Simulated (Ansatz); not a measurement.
System (SMILES): C (CH4).
Atoms: C1, H2, H3, H4, H5. Bonds: C1-H2, C1-H3, C1-H4, C1-H5.

How fast the highest harmonic wavenumber converges with the basis for several methods (Ansatz, a first-principles code): deviation from each method's own reference, in cm⁻¹. References: B3LYP 3136 cm⁻¹, the value in aug-pcseg-2; HF 3255 cm⁻¹, the value in aug-pcseg-2; PBE 3088 cm⁻¹, the value in aug-pcseg-2. Cartesian d functions, on some or all atoms, in 6-31+G*, 6-31G**; all else is spherical. Core-valence sets carry the plain set on hydrogen. No added dispersion term, no relativity. Each level at its own minimum, unscaled; the references are large sets that could be run, not limits.

```json
[
 {"basis": "6-31G", "functions": "17", "B3LYP": "32", "HF": "41", "PBE": "34"},
 {"basis": "pcseg-0", "functions": "17", "B3LYP": "-10", "HF": "15", "PBE": "-16"},
 {"basis": "6-31+G*", "functions": "27", "B3LYP": "15", "HF": "38", "PBE": "14"},
 {"basis": "def2-SVP", "functions": "34", "B3LYP": "19", "HF": "40", "PBE": "24"},
 {"basis": "6-31G**", "functions": "35", "B3LYP": "28", "HF": "30", "PBE": "30"},
 {"basis": "def2-SVPD", "functions": "52", "B3LYP": "14", "HF": "27", "PBE": "19"},
 {"basis": "6-311++G(2d,2p)", "functions": "67", "B3LYP": "-1", "HF": "-1", "PBE": "0"},
 {"basis": "cc-pVTZ", "functions": "86", "B3LYP": "-5", "HF": "-9", "PBE": "-3"},
 {"basis": "pcseg-2", "functions": "86", "B3LYP": "0", "HF": "-3", "PBE": "0"},
 {"basis": "jun-cc-pV(T+d)Z", "functions": "95", "B3LYP": "-6", "HF": "-10", "PBE": "-5"},
 {"basis": "cc-pCVTZ", "functions": "99", "B3LYP": "-6", "HF": "-10", "PBE": "-5"},
 {"basis": "aug-pcseg-2", "functions": "138", "B3LYP": "0", "HF": "0", "PBE": "0"}
]
```

Mean absolute deviation over 6-311++G(2d,2p), cc-pVTZ, pcseg-2, jun-cc-pV(T+d)Z, cc-pCVTZ: PBE 3, B3LYP 4, HF 7 cm⁻¹.
